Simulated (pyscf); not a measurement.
A first-order saddle from PySCF, ωB97X-D3(BJ)/def2-SVP:

```
In
Cl 1 2.3225
Cl 1 2.3227 2 119.08
Cl 1 2.4192 2 120.40 3 179.78
H 4 1.7331 2 150.59 1 178.94
```
Charge 0, spin multiplicity 2.

Surface: doublet, charge 0. Lowest wavenumbers (cm⁻¹): 1224i, 68, 71, 94, 209.

Which two sides does it connect, and which bonds change?

Cl–In(Cl)–Cl + H• <-> HCl + [Cl–In–Cl]•, an atom transfer read from left to right: Cl–In broken and Cl–H formed. At ωB97M-D3(BJ)/def2-TZVP it lies +8.8 kcal/mol from the left side and +29.0 kcal/mol from the right (each side as separated species at their lowest minima found). On the product side the descent ends in a complex, 7.9 kcal/mol under the separated species and 33.2 kcal/mol under the saddle at ωB97X-D3(BJ)/def2-TZVP. This is the saddle that the search found; another between the same sides may lie lower. The angle at the transferred Cl is 179°. Elements past Kr carry the def2 core potentials, without spin-orbit coupling.
